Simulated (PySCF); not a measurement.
hydrogen peroxide (H2O2), SMILES OO. Coordinates come from a B3LYP-D3(BJ)/def2-TZVP optimisation. A frequency run showed that this geometry is not a minimum.

TDDFT-B3LYP/def2-TZVPD (PySCF) puts the lowest singlet excitations at 4.92, 6.01, 7.03, 8.11, 8.22, 8.57 eV.

### Question
What are the lowest excitation roots from ADC(2)/aug-cc-pVDZ in PySCF? (Estimate from the structure and the level; the computed values follow.)

### Answer
5.13, 5.64, 6.82, 8.80, 9.00, 9.02 eV. S1 differs by 0.21 eV (second minus first; roots are paired by order, and the bases may differ).
